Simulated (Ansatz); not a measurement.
The same path of H2O + H4OSi (9 atoms, charge 0, multiplicity 1) was run twice with different band settings. Lost on the way: Si1–H2, O7–H9. Made: Si1–O7, H2–H9.

Level of theory: RKS PBE0-D4/6-31G* in Ansatz 0.2.0.

Relaxed end points:

```xyz
9
Properties=species:S:1:pos:R:3
Si -0.126 0.170 0.034
H 0.050 0.598 1.444
H 1.149 0.235 -0.719
H -1.078 1.131 -0.610
O -0.875 -1.337 -0.050
H -1.649 -1.351 -0.624
O 1.414 -1.955 1.145
H 0.639 -2.329 0.695
H 1.157 -1.951 2.076
```

```xyz
9
Properties=species:S:1:pos:R:3
Si 0.254 -0.295 -0.649
H -0.572 -1.385 3.139
H 0.723 -0.620 -2.019
H 0.070 1.163 -0.437
O -1.168 -1.133 -0.512
H -1.660 -0.984 0.305
O 1.378 -0.714 0.500
H 1.718 -1.615 0.437
H -0.062 -1.206 2.626
```

Common settings: movable images 5; spring 5.0 eV/Å²; start path through a guess of the saddle point; force threshold 0.03 eV/Å; iteration limit 60; end points relaxed.

| run | climbing image | optimiser |
| --- | --- | --- |
| 1 | yes | quadratic models (default) |
| 2 | from the first iteration | lbfgs |

Q: What does each run give, and how far can it be trusted?

A: Run 1: converged after 29 iterations, highest image 1.553 eV above the first end. Neighbouring images differ by up to 1.7 eV, so the band resolves the path poorly. A vibrational analysis at the climbing image gives one clearly imaginary mode, 1249i cm⁻¹: a first-order saddle point.
Run 2: not converged after 60 iterations, highest image 1.773 eV above the first end. The band didn't meet its force threshold, so its energies are provisional: the largest band force was still 0.31 eV/Å, and over the last iterations the top stayed at 1.78 eV.
The orbitals stay closed-shell, which can raise the energy where a bond breaks towards radicals; this wasn't checked here.
